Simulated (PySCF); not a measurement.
One molecule, many functionals

Species: 2-propanamine, C3H9N.
SMILES: `CC(N)C`

Linear-response calculations in the def2-SVPD basis (PySCF; singlets by full response, triplets Tamm–Dancoff, core orbitals frozen in the response; HF means time-dependent Hartree–Fock). 'Strongest' is the level of largest summed f among the singlets computed (10 roots, of which the last may lack a degenerate partner); it can jump between rows when another state enters that window. S1 is the lowest singlet of each run and needn't be the same state throughout; f(S1) is that of one state. One conformer (not necessarily the lowest) at the PBE0-D3(BJ)/def2-SVP geometry, without solvent, vibrations or thermal averaging.

| functional | kind | S1 (eV) | f(S1) | strongest (eV) | T1 (eV) | HOMO (eV) | gap (eV) | ionisation energy, ΔSCF (eV) |
| --- | --- | --- | --- | --- | --- | --- | --- | --- |
| LDA | LDA | 5.47 | 0.017 | 6.90 | 5.30 | -5.54 | 5.41 | 9.27 |
| PBE | GGA | 5.47 | 0.017 | 6.88 | 5.26 | -5.44 | 5.40 | 9.13 |
| B3LYP | global hybrid, 20% exact exchange | 6.02 | 0.015 | 7.45 | 5.77 | -6.69 | 7.07 | 9.36 |
| PBE0 | global hybrid, 25% exact exchange | 6.27 | 0.015 | 7.72 | 5.98 | -6.90 | 7.60 | 9.27 |
| BHandHLYP | global hybrid, 50% exact exchange | 6.75 | 0.014 | 8.35 | 6.41 | -8.33 | 9.54 | 9.27 |
| HF | Hartree–Fock | 7.71 | 0.013 | 10.68 | 7.19 | -10.58 | 13.41 | not settled |

Question: What does CAM-B3LYP (range-separated hybrid) give?

Answer: S1 (eV) 6.39, f(S1) 0.013, strongest (eV) 7.98, T1 (eV) 6.08, HOMO (eV) -8.37, gap (eV) 9.73, ionisation energy, ΔSCF (eV) 9.43. S1 runs from 5.47 eV (LDA) to 7.71 eV (HF), a spread of 2.24 eV, while the orbital gap spreads over 8.0 eV. Along PBE (0%), B3LYP (20%), PBE0 (25%), BHandHLYP (50%), HF (100%) S1 rises with the share of exact exchange. −ε(HOMO) comes closest to its own ΔSCF ionisation energy with BHandHLYP (-0.94 eV) and misses most with LDA (-3.73 eV). 'Not settled' means that the ion's SCF failed to converge or may have ended in another state than the lowest.
